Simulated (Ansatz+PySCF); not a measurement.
A calculation with Ansatz (development build ahead of 0.2.0).

```yaml
crystal:
  periodic: [false, false, false]
  atoms:
    - { symbol: H, position_ang: [-0.02461, 0.00192, 1.51726] }
    - { symbol: C, position_ang: [0.04953, -0.00429, 0.37301] }
    - { symbol: C, position_ang: [1.43339, -0.04564, -0.0959] }
    - { symbol: C, position_ang: [-0.73286, 1.29812, -0.06387] }
    - { symbol: C, position_ang: [-0.7744, -1.27393, -0.09] }
    - { symbol: H, position_ang: [1.48396, -0.01544, -1.1608] }
    - { symbol: H, position_ang: [1.955, 0.86854, 0.24302] }
    - { symbol: H, position_ang: [1.96963, -0.92089, 0.23663] }
    - { symbol: H, position_ang: [-0.7231, 1.31415, -1.1602] }
    - { symbol: H, position_ang: [-1.75394, 1.32911, 0.26277] }
    - { symbol: H, position_ang: [-0.25, 2.17811, 0.31118] }
    - { symbol: H, position_ang: [-0.76048, -1.30329, -1.147] }
    - { symbol: H, position_ang: [-0.26295, -2.16434, 0.23484] }
    - { symbol: H, position_ang: [-1.79762, -1.31384, 0.24602] }
basis:
  gaussian: { orbitals: def2-SVP }
magnetization:
  spin_polarized: true
hamiltonian:
  xc: { name: wB97X }
```

The input is written out in the form of the current development build from the run's settings.

Results

```
Converged                       : yes
Total energy                    : -158.28573 hartree
Spin squared of the determinant : 0.000
Stability test                  : minimum
```
